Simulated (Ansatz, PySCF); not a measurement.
This PySCF input computes a CCSD(T)/cc-pVDZ energy:

```python
from pyscf import gto, scf, mp, cc as ccmod

mol = gto.M(
    atom='''
    C     0.01102909    0.00659034    0.69372728
    C    -0.01102909   -0.00659034   -0.69372728
    H    -0.20866404    0.91610177    1.25199051
    H     0.24863065   -0.89222006    1.26189918
    H     0.21203297    0.89129169   -1.26921414
    H    -0.25199958   -0.91517340   -1.24467556
    ''',
    basis='cc-pvdz',
    charge=1,
    spin=1,
    verbose=4,
)

mf = scf.UHF(mol)
mf.conv_tol = 1e-10
mf.max_cycle = 100
mf.kernel()
mo, _, stable, _ = mf.stability(return_status=True)
if not stable:
    mf.kernel(mf.make_rdm1(mo, mf.mo_occ))
mp2 = mp.MP2(mf, frozen=2).run()
cc = ccmod.CCSD(mf, frozen=2)
cc.max_cycle = 100
cc.kernel()
et = cc.ccsd_t()
print(f'E(CCSD(T)) = {cc.e_tot + et:.9f}')
```

Q: Write an input for the same energy in Ansatz (a quantum-chemistry and plane-wave program) and say what it gives.

A: 
Ansatz 0.2 input:
```yaml
crystal:
  periodic: [false, false, false]
  atoms:
    - {symbol: C, position_ang: [0.01102909, 0.00659034, 0.69372728]}
    - {symbol: C, position_ang: [-0.01102909, -0.00659034, -0.69372728]}
    - {symbol: H, position_ang: [-0.20866404, 0.91610177, 1.25199051]}
    - {symbol: H, position_ang: [0.24863065, -0.89222006, 1.26189918]}
    - {symbol: H, position_ang: [0.21203297, 0.89129169, -1.26921414]}
    - {symbol: H, position_ang: [-0.25199958, -0.91517340, -1.24467556]}
basis:
  gaussian:
    orbitals: cc-pVDZ
total_charge: 1
magnetization: {spin_polarized: true, initial_magnetization: 1}
correlation: {method: ccsd_t, electrons: outside_noble_gas}
```
It gives -77.97970 Eh, and PySCF -77.97970 Eh, a difference of 0.00 mEh.
